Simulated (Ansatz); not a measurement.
`CCCC(C)CC` + H₂O → `CCC(C)CO` + `CC`  (formal hydrolysis of a C–C bond)

Program: Ansatz. Geometries: PBE0-D4/def2-TZVP. ΔE: electronic, gas phase. CCSD(T)/CBS is the MP2 limit (def2-TZVPP, def2-QZVPP) plus CCSD(T) − MP2 in def2-TZVPP, frozen cores. This one scheme is used for every species. Functionals use def2-TZVPP. One conformer a species, not always the lowest.

| level | ΔE (kcal/mol) |
| --- | --- |
| B2PLYP | 8.0 |
| BLYP | 5.1 |
| RPA@PBE/def2-TZVPP | 9.2 |
| MP2/def2-QZVPP | 12.6 |

(1) What does CCSD(T)/CBS give? (Estimate.)

Largest T1 diagnostic among the species: 0.009.

## Answers

(1) Ansatz gave: +11.4 kcal/mol. The listed levels differ from it by -3.4, -6.3, -2.2, 1.2 kcal/mol.

Leaving LDA and LC-ωPBE aside and taking each functional with its dispersion term where it has one, the values, not all of them listed here, spread over 2.2 kcal/mol, from BLYP-D4 to PBE-QIDH. LDA lies +1.9 kcal/mol from PBE without D4. From PBE to PBE0 (25 % exact exchange), in def2-TZVPP and without D4, ΔE moves by +0.9 kcal/mol.
